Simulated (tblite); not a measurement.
C₃H₆NO (doublet state).
Atom-mapped SMILES: `[CH3:1][CH2:2][O:3][CH:4]=[N:5]` (hydrogens: H6, H7, H8 on C1; H9, H10 on C2; H11 on C4)

Cartesian coordinates in Å at the GFN2-xTB level; atoms count from 1:
```xyz
11
C3H6NO angstrom
C     -1.6196    0.2098    0.2036
C     -0.1972   -0.1863    0.5493
O      0.6584    0.2693   -0.4998
C      1.9531   -0.0060   -0.3384
N      2.5665   -0.5868    0.5539
H     -2.2927   -0.1268    0.9869
H     -1.6945    1.2899    0.1093
H     -1.9147   -0.2435   -0.7390
H     -0.0967   -1.2744    0.6431
H      0.1256    0.2672    1.4942
H      2.5172    0.3904   -1.2040
```

Computed with GFN2-xTB (tblite): harmonic, unscaled wavenumbers at the GFN2-xTB geometry, gas phase. Errors from tens to a few hundred cm⁻¹ against measured bands are possible. One conformer, not necessarily the lowest. Open shells enter through the occupations alone, without spin polarisation, and single modes of such species can be off by tens of per cent.

Harmonic wavenumbers (cm⁻¹): 35.9, 185.2, 194.8, 309.0, 350.4, 631.6, 807.1, 825.8, 886.1, 1069.8, 1111.7, 1124.1, 1142.1, 1190.9, 1234.0, 1330.2, 1401.3, 1471.9, 1478.5, 1489.2, 1763.7, 2732.9, 2913.1, 2936.8, 3050.1, 3051.1, 3053.5.

A = 19005, B = 2916, C = 2610 MHz; mass 72.045 u (most abundant isotopes); point group Cs, symmetry number 1; spin multiplicity 2.

Problem. What is the zero-point energy?

Solution. ½Σν̃ = 18885 cm⁻¹ = 54.00 kcal/mol.

Problem. Give the ideal-gas entropy at 400 K and 1 bar in the rigid-rotor, harmonic-oscillator model (classical rotation).

Solution. Translation 40.23, rotation 26.09, vibration 18.52, spin (R ln 2) 1.38: S = 86.2 cal/(mol K).

Problem. And Cp and H(400 K) − H(0)?

Solution. Cp = 26.68 cal/(mol K), of which vibrations give 18.73 (their classical limit is 27 R = 53.7); H(400 K) − H(0) = 6.90 kcal/mol without the zero-point energy, 3.72 from vibrations.

Problem. Which modes carry the vibrational entropy at 400 K?

Solution. 35.9 cm⁻¹: 6.06; 185.2 cm⁻¹: 2.83; 194.8 cm⁻¹: 2.73; 309.0 cm⁻¹: 1.88; 350.4 cm⁻¹: 1.65; 631.6 cm⁻¹: 0.74 cal/(mol K); the other 21 give 2.63 together.

Problem. What must be added to the electronic energy to get the Gibbs energy at 400 K and 1 bar?

Solution. ZPE + [H(400 K) − H(0)] − T·S = 54.00 + 6.90 − 34.49 = 26.41 kcal/mol.

Problem. How do the functions run with temperature in this model?

Solution. 
| T (K) | S (cal/(mol K)) | Cp (cal/(mol K)) | H − H(0) (kcal/mol) | G − H(0) (kcal/mol) | ln q(vib) |
| --- | --- | --- | --- | --- | --- |
| 100 | 61.2 | 12.9 | 1.04 | -5.08 | 1.06 |
| 200 | 71.5 | 17.1 | 2.55 | -11.76 | 2.29 |
| 300 | 79.3 | 21.7 | 4.48 | -19.31 | 3.47 |
| 500 | 92.7 | 31.3 | 9.80 | -36.53 | 5.81 |
| 800 | 109.8 | 41.4 | 20.83 | -66.98 | 9.30 |
| 1000 | 119.5 | 45.9 | 29.58 | -89.93 | 11.52 |

q(vib) and H(0) count from the zero-point level.

Hindered rotation and anharmonicity are outside this model. Other conformers, if any are populated, would add a mixing term that is left out.

The run took 0.18 s on Arm Neoverse V1, one thread, no GPU, on a shared host. The figure is for the frequency step alone.
